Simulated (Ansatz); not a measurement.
Consider the cleavage of the Al–B bond: `[BH2][AlH][CH3]` + H₂S → `[CH3][AlH][SH]` + BH₃.

Program: Ansatz. Geometries: PBE0-D4/def2-TZVP. ΔE: electronic, gas phase. CBS: MP2 limit from def2 TZ/QZ plus the TZ coupled-cluster correction, frozen cores. This one scheme is used for every species. DFT in def2-TZVPP. B3LYP here is the variant with VWN-RPA as its local correlation; programs differ in this. HSE06 is defined as in plane-wave codes. One conformer a species, not always the lowest.

`[BH2][AlH][CH3]`:

```xyz
9

B     1.301   -0.769    1.354
Al    0.564    0.225   -0.367
C    -1.345    0.411   -0.767
H     1.504   -0.209    2.397
H     1.560   -1.942    1.375
H     1.606    0.873   -1.393
H    -1.999   -0.143   -0.091
H    -1.633    1.468   -0.716
H    -1.558    0.085   -1.791
```

H₂S:

Cartesian coordinates in Å:
```
S 0.067 -0.584 0.197
H -0.948 0.102 -0.350
H 0.881 0.482 0.153
```

`[CH3][AlH][SH]`:

Z-matrix (Å, degrees):
```
C
Al 1 1.943
H 1 1.092 2 112.5
H 1 1.095 2 110.7 3 120.9
H 1 1.095 2 110.8 3 -121.0
S 2 2.188 1 118.2 3 -0.6
H 2 1.585 1 124.4 3 179.4
H 6 1.344 2 93.8 1 -180.0
```

BH₃:

Cartesian coordinates in Å:
```
B 0.000 0.000 0.000
H -0.178 0.708 0.944
H -0.926 -0.546 -0.519
H 1.103 -0.162 -0.425
```

Problem. Is it downhill or uphill in electronic energy at CCSD(T)/CBS, and by how much? (An estimate is asked.)

Solution. Computed: Downhill: ΔE = -152.7 kJ/mol.

Problem. What do these levels give: PBE0-D4, HSE06-D4, revPBE, r2SCAN, B3LYP, r2SCANh, HSE06, HF/def2-TZVPP, MP2/def2-TZVPP, CCSD/def2-TZVPP, HF/def2-QZVPP, HF/CBS(def2)? (An estimate is asked.)

Solution. The calculation gave: PBE0-D4 -147.1, HSE06-D4 -147.2, revPBE -139.8, r2SCAN -153.0, B3LYP -148.7, r2SCANh -154.0, HSE06 -145.9, HF/def2-TZVPP -158.8, MP2/def2-TZVPP -163.2, CCSD/def2-TZVPP -149.8, HF/def2-QZVPP -158.1, HF/CBS(def2) -158.1 kJ/mol.

Largest T1 diagnostic among the species: 0.010.

From BLYP to BHLYP (50 % exact exchange), in def2-TZVPP and without D4, ΔE moves by −10.0 kJ/mol. At CCSD(T), def2-SVP lies +5.5 kJ/mol from the extrapolated value and def2-TZVPP +2.0 kJ/mol.
